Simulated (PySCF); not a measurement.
Species: C₂H₂S (charge -1 and doublet state).
SMILES with atom numbers: `[CH2:1]=[C:2][S-:3]` (hydrogens: H4, H5 on C1)

Structure used (GFN2-xTB), in Å, numbered top down from 1:
```xyz
5
C2H2S angstrom
C     -0.502   -0.032   -0.283
C      0.755   -0.290    0.013
S      1.898    0.185    1.118
H     -0.992   -0.540   -1.113
H     -1.150    0.680    0.248
```

Level of theory: UKS B3LYP, pcH-1 on C H S, non-relativistic, mean-field spin-orbit, GIAO in PySCF 2.14.0. Whether the extra electron is bound in the gas phase wasn't checked; a finite basis holds it in any case. The geometry wasn't refined by DFT: couplings that depend on bond lengths, twists or pyramidal angles can differ widely from those at the functional's own minimum, by a factor of two or more for some ions and for spin on atoms past the first row.

Principal values of hyperfine tensors in MHz (contact, dipolar and spin–orbit terms together), for some of the nuclei:

```csv
atom,isotope,A1,A2,A3
H5,1H,102.92,104.40,112.97
C1,13C,49.53,59.93,74.45
H4,1H,46.59,48.01,61.81
S3,33S,-18.86,-14.61,72.82
```

Question: Split each tensor into its isotropic and traceless parts, and turn a_iso into mT with g = 2.0045.

Answer: a_iso is a third of the trace, T = A − a_iso, and a(mT) = a(MHz)/(g × 13.996). The tensors hold a spin–orbit part: the run splits a_iso into a_FC + a_SO, and T includes its anisotropic share.

```csv
atom,a_iso (MHz),a_FC,a_SO,a_iso (mT),T1,T2,T3
H5,106.76,106.80,-0.04,3.805,-3.84,-2.36,6.21
C1,61.31,61.34,-0.03,2.185,-11.77,-1.37,13.14
H4,52.14,52.16,-0.02,1.858,-5.54,-4.13,9.68
S3,13.12,12.98,0.14,0.468,-31.98,-27.72,59.70
```

Question: What spin density at the nucleus of C1 lies behind its contact coupling (g_N = 1.40482)?

Answer: a_FC = 800.24 MHz bohr³ × g_N × ρ(0)/(2S). With a_FC = 61.34 MHz and 2S = 1, ρ(0) = 0.05456 bohr⁻³.

Question: C2 (13C, g_N = 1.40482) isn't in the table. Its spin density at the nucleus is 0.212 bohr⁻³. What is its contact coupling?

Answer: By the same relation, a_FC = 238.4 MHz. Its full tensor has the principal values 178.71, 190.81, 345.55 MHz.

Question: Which nucleus of the table has the largest anisotropic coupling, and what is its form?

Answer: S3: -32.0, -27.7, 59.7 MHz (the dipolar term alone has -32.6, -27.3, 59.9), nearly axial, close to the ratio −1:−1:+2, the form that spin in one p orbital centred on that nucleus gives.

Question: In a single crystal, with the field along each principal axis of the tensor of H5 in turn, what first-order splitting does this nucleus give (isotropic g, quadrupole terms neglected)?

Answer: 2 lines (I = 1/2), spaced by |A_i|/(g × 13.996): 3.67, 3.72, 4.03 mT along the axes of A1, A2 and A3.
